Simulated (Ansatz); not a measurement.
# NO₂ (doublet): wave-function methods side by side, cc-pVDZ

An exercise on one series of results from a longer session: the logs are not shown, and one member is left open.

Program: Ansatz 0.2.0, Gaussian basis. Level of theory: cc-pVDZ, core rule «outside noble gas», up to 3 orbitals frozen. These are calculated values, not measurements.

To be run: UHF; CCSD(T) on ROHF; CCSD(T) on UHF; CCSDT(Q) on UHF.

### The geometry

The geometry is an MP2(full)/6-31G* stationary point (not a proven minimum).

3 atoms, charge 0, spin multiplicity 2.

Atoms are counted from 1 here; the program's logs count them from 0.

Bond lengths: N1–O2 1.216 Å, N1–O3 1.216 Å. Angles: O2–N1–O3 133.7°.

Set-up of the first run:

The input, in.yaml:

```yaml
crystal:
  periodic: [false, false, false]
  atoms:
    - {symbol: N, position_ang: [0.000000, 0.000000, 0.332221]}
    - {symbol: O, position_ang: [0.000000, 1.118122, -0.145422]}
    - {symbol: O, position_ang: [0.000000, -1.118122, -0.145422]}
basis:
  gaussian: {orbitals: cc-pVDZ}
magnetization: {spin_polarized: true, initial_magnetization: 1}
hamiltonian: {xc: hf}
output: {orbitals: {seedname: orbitals}}
```

On the command line:

```console
ansatz run in.yaml --threads 1 --pin off --events-out ev --progress --plain --max-ram 3956MiB --backend cpu
```

Among the steps run: UHF; CCSD(T) on ROHF; CCSD(T) on UHF; CCSDT(Q) on UHF.

One table of the session follows, with a row left open; its other results are not shown here.

| method | from UCCSDT(Q) (meV) |
| --- | --- |
| ROHF | +15695.7 |
| UHF | +15417.5 |
| RMP2 | +356.8 |
| UMP2 | +536.2 |
| RCCSD | +821.1 |
| UCCSD | ? |
| RCCSD(T) | +114.7 |
| UCCSD(T) | +119.4 |
| UCCSDT | +102.8 |
| UCCSDT(Q) | 0 |

Estimate the missing values for UCCSD.

As computed: from UCCSDT(Q) (meV): +804.2. In the column «from UCCSDT(Q) (meV)» it lies between UMP2 (+536.2) and RCCSD (+821.1).

With the free atoms at the same levels and basis (separate runs), the atomisation energy is 8.429 eV at UCCSDT(Q), 8.333 eV at RCCSD(T), 8.324 eV at UCCSD(T), 1.862 eV at ROHF.

Limits of these values: Warnings: spin contamination; coupled cluster took another determinant than the lowest. Restricted and unrestricted rows rest on different reference determinants; where their highest levels disagree by more than a few hundredths of an eV, they describe different states and don't form one ladder.
